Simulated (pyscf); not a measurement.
This saddle point was located with ωB97X-D3(BJ)/def2-SVP in PySCF.

```
C
C 1 1.3933
H 1 1.0940 2 121.69
H 1 1.0940 3 116.59 2 178.13
H 2 1.0947 1 119.02 3 -13.07
H 2 1.0948 5 117.55 1 156.19
H 2 1.2652 5 104.42 6 115.10
I 7 2.1291 2 152.94 5 118.01
```
Charge 0, spin multiplicity 1.

Surface: singlet, charge 0. Lowest wavenumbers (cm⁻¹): 1546i, 222, 268, 320, 715.

Question: Which two sides does it connect, and which bonds change?

Answer: `[IH]` + `[CH2]=[CH2]` ⇌ `[CH3][CH2][I]`, an addition across a multiple bond or ene-type step read from left to right: H–I broken and C–I, C–H formed. At CCSD(T)/def2-TZVPP + ΔMP2(QZVPP) it lies +147.8 kJ/mol from the left side and +255.9 kJ/mol from the right (each side as separated species at their lowest minima found). On the product side the descent ends in a point that may be a rotor saddle (no frequency run), 14.7 kJ/mol over the lowest minimum found and 250.3 kJ/mol under the saddle at ωB97X-D3(BJ)/def2-TZVP. One saddle was located; it need not be the lowest between these sides. The CCSD(T) − MP2 part came from Ansatz, without density fitting, on the same reference. The frozen core leaves the outer d or s,p core shells of the metals and heavy elements correlated in the MP2 and CC values, and def2-TZVPP describes them poorly, which can shift differences by a few kcal/mol. Elements past Kr carry the def2 core potentials, without spin-orbit coupling.
